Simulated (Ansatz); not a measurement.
Geometry optimisation, Ansatz 0.2.0, RKS r2SCAN-D4/def2-SVP.

Input:

```yaml
crystal:
  periodic: [false, false, false]
  atoms:
    - { symbol: Al, position_ang: [0.0, 0.0, 0.0] }
    - { symbol: H, position_ang: [0.0, 0.0, 1.56] }
    - { symbol: F, position_ang: [1.4635, 0.0, -0.845] }
    - { symbol: O, position_ang: [-1.5415, 0.0, -0.89] }
    - { symbol: H, position_ang: [-2.0512, -0.8467, -0.6815] }
basis:
  gaussian: { orbitals: def2-SVP }
hamiltonian:
  xc: r2scan
  dispersion: d4
relax:
  f_tol: 0.02
  max_steps: 40
```

Run as:

```bash
$ ansatz run input.yaml --threads 1 --pin off --max-ram 2048MiB --backend cpu --events-out ev --progress --plain --runs-dir out
```

Task: Where does it end, and by what steps?

Result: The forces met the threshold. After 7 steps the energy has fallen by 0.291 eV; O4 moved furthest, 0.42 Å.

| step | energy less start (eV) | largest force component (eV/Å) | accepted |
| --- | --- | --- | --- |
| 0 | 0.0000 | 1.853 | yes |
| 1 | -0.1131 | 1.391 | yes |
| 2 | -0.2344 | 0.918 | yes |
| 3 | -0.2784 | 0.781 | yes |
| 4 | 0.3040 | 5.198 | no |
| 5 | -0.2910 | 0.039 | yes |
| 6 | -0.2910 | 0.026 | yes |
| 7 | -0.2910 | 0.001 | yes |

```xyz
5
Properties=species:S:1:pos:R:3
Al 0.014 -0.078 0.001
H 0.039 -0.020 1.571
F 1.429 0.171 -0.831
O -1.356 -0.377 -0.944
H -2.256 -0.543 -0.654
```

Whether the end is a true minimum wasn't checked by a vibrational analysis.

Run time: 23 s on 1 thread of Arm Neoverse V1 (shared host), peak memory 0.13 GiB.
